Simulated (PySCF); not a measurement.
Gas-phase reaction: 2 B + Cl2 → 2 BCl

Computed with PySCF (xtb for GFN2) and rigid-rotor harmonic-oscillator thermochemistry at 1 bar. Table values come from the NASA 1993 polynomials. After a fit of one offset per element over all species, the range-separated, M06-2X, PBE0/def2-QZVP and CCSD(T)/def2-TZVPP enthalpies, where run, lie to one side of the table for BCl (+35 kJ/mol): a fault of the table's entry, another state or a shared error of the levels is possible; this was not checked at source. † marks an energy on the PBE0/def2-TZVP geometry and frequencies; other levels use their own. MP2 and CCSD(T) freeze the core. 6-31G* has spherical d functions here. Open shells (unrestricted): B (multiplicity 2, electronic degeneracy 6); the rest are closed-shell singlets. GFN2 has no spin-polarisation term. Spin-orbit splitting is ignored; it lowers the true energy and changes the entropy of B. B3LYP is the form with VWN-RPA correlation. For this reaction the table lies outside the span of B3LYP, CCSD(T), M06-2X, MP2, PBE0, r2SCAN, ωB97M-V, ωB97X-V in their largest bases here; which side is off was not settled. MP2 isn't extrapolated to the basis-set limit; its ΔH°(298 K) is -824.9 kJ in def2-SVP and -792.5 kJ in def2-TZVPP. CCSD(T) isn't extrapolated to the basis-set limit; its ΔH°(298 K) is -808.0 kJ in def2-SVP and -772.3 kJ in def2-TZVPP. The harmonic model lacks anharmonicity and excited electronic states, which grow with temperature; levels with a mode under 35 cm⁻¹ are left out. The table's entry may be an old estimate for BCl (not checked at source).

```csv
level,"ΔH°(298 K), kJ",minus table,"ΔG°(1200 K), kJ"
table,-837.2,-,-706.2
B3LYP/6-31G*,-781.0,56.2,-649.6
BLYP/def2-TZVP†,-766.4,70.8,-635.5
CCSD(T)/def2-TZVPP†,-772.3,64.9,-641.4
GFN2-xTB,-1106.3,-269.1,-967.6
HF/def2-TZVP†,-652.2,185.0,-521.3
MP2/def2-TZVPP†,-792.5,44.7,-661.5
PBE0/def2-SVP†,-813.8,23.4,-682.9
r2SCAN/def2-TZVP†,-781.9,55.3,-650.9
ωB97M-V/def2-TZVP†,-797.1,40.1,-666.1
ωB97X-V/def2-TZVP†,-770.8,66.4,-639.9
```
